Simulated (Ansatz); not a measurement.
# C₂H₂+ (doublet): the correlation ladder, cc-pVTZ

The task here is to estimate one member of a computed series from the others.

Computed with Ansatz 0.2.0, Gaussian basis. Level: cc-pVTZ, core rule «outside noble gas», up to 2 orbitals frozen.

To be run: UHF; CCSD(T) on ROHF; CCSD(T) on UHF; BCCD(T) on ROHF; CCSDT(Q) on ROHF; CCSDT(Q) on UHF; CASSCF and MRCISD+Q, 9 electrons in 10 orbitals; CASSCF and NEVPT2, 9 electrons in 10 orbitals.

3 further runs of the same task are left out: 3 set aside as unsound or not needed. Runs told in other sessions of the task aren't counted.

### The system

The geometry is a PBE0/def2-TZVP stationary point (not a proven minimum) of the parent state, kept for this charge and spin.

4 atoms, charge 1, spin multiplicity 2.

Atoms are counted from 1 here; the program's logs count them from 0.

Bond lengths: C1–C2 1.197 Å, C1–H3 1.065 Å, C2–H4 1.065 Å. Angles: C2–C1–H3 180.0°, C1–C2–H4 180.0°.

Set-up of the first run:

Contents of in.yaml:

```yaml
crystal:
  periodic: [false, false, false]
  atoms:
    - {symbol: C, position_ang: [0.000000, 0.000000, 0.598483]}
    - {symbol: C, position_ang: [0.000000, 0.000000, -0.598483]}
    - {symbol: H, position_ang: [0.000000, 0.000000, 1.663170]}
    - {symbol: H, position_ang: [0.000000, 0.000000, -1.663170]}
basis:
  gaussian: {orbitals: cc-pVTZ}
total_charge: 1
magnetization: {spin_polarized: true, initial_magnetization: 1}
hamiltonian: {xc: hf}
output: {orbitals: {seedname: orbitals}}
```

On the command line:

```console
ansatz run in.yaml --threads 1 --pin off --events-out ev --progress --plain --max-ram 4096MiB --backend cpu
```

Steps of the session up to this table: UHF; CCSD(T) on ROHF; CCSD(T) on UHF; BCCD(T) on ROHF; CCSDT(Q) on ROHF; CCSDT(Q) on UHF; CASSCF and MRCISD+Q, 9 electrons in 10 orbitals; CASSCF and NEVPT2, 9 electrons in 10 orbitals.

One of the session's tables, all rows but one given; the rest of the session is left out.

| method | from UCCSDT(Q) (meV) |
| --- | --- |
| ROHF | +7661.9 |
| UHF | ? |
| RMP2 | +968.9 |
| UMP2 | +977.3 |
| RCCSD | +327.4 |
| UCCSD | +325.4 |
| RCCSD(T) | +35.5 |
| UCCSD(T) | +35.4 |
| BCCD(T) | +36.2 |
| RCCSDT | +16.3 |
| UCCSDT | +15.7 |
| RCCSDT(Q) | +0.9 |
| UCCSDT(Q) | 0 |
| CASSCF valence | +4314.5 |
| NEVPT2 valence | +832.6 |
| MRCISD valence | +215.7 |
| MRCISD+Q valence | +31.6 |

Q: Estimate the row for UHF from the others.

**Answer.** from UCCSDT(Q) (meV): +7586.9. In the column «from UCCSDT(Q) (meV)» it lies between CASSCF valence (+4314.5) and ROHF (+7661.9).

Caveats from the session: Restricted and unrestricted rows rest on different reference determinants; a gap between their highest levels can come from leftover correlation error, from unlike frozen cores or from another state.
